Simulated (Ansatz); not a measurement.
The cluster C₂H₂, relaxed as a quintet with UKS PBE-D4/def2-TZVP in Ansatz, starting from the PBE-D4/def2-TZVP geometry of the neutral singlet. Force threshold 0.02 eV/Å.

At PBE-D4/def2-TZVP a singlet of charge 0 lies 6.85 eV below the quintet, each at its own geometry. The structure comes from a short search, and lower isomers may exist.

Start:

```xyz
4

C     0.5636    0.0459    0.2115
C    -0.5636   -0.0459   -0.2116
H     1.5638    0.1278    0.5856
H    -1.5639   -0.1278   -0.5855
```

```
step  energy (eV)  largest force component (eV/Å)  SCF passes
   1   -2091.0291                          22.332          24
   2   -2093.8901                           3.298          31
   3   -2094.0439                           1.003          28
   4   -2094.0643                           0.055          29
   5   -2094.0655                           0.151          29
   6   -2094.2718                           2.836          30
   7   -2094.9102                           0.378          32
   8   -2094.9280                           0.335          29
   9   -2095.0521                           0.318          32
  10   -2095.2413                           0.359          30
  11   -2095.2481                           0.317          29
  12   -2095.2662                           0.224          28
  13   -2095.2889                           0.091          28
  14   -2095.2927                           0.073          28
  15   -2095.2934                           0.047          28
  16   -2095.2935                           0.001          31
```

Force components are those of the run's own axes.

End:

```tsv
atom	x (Å)	y (Å)	z (Å)
C1	0.730	-0.371	0.292
C2	-0.581	-0.369	-0.530
H3	1.327	0.498	0.595
H4	-1.476	0.242	-0.357
```

By distances, no bond broke or formed. The bond that changes most is C1–C2, from 1.21 to 1.55 Å (atoms count from 1).

No frequencies were taken in this run, so the end may be a saddle point.

Run time 7 s (4 threads of Arm Neoverse V1 on a shared host).
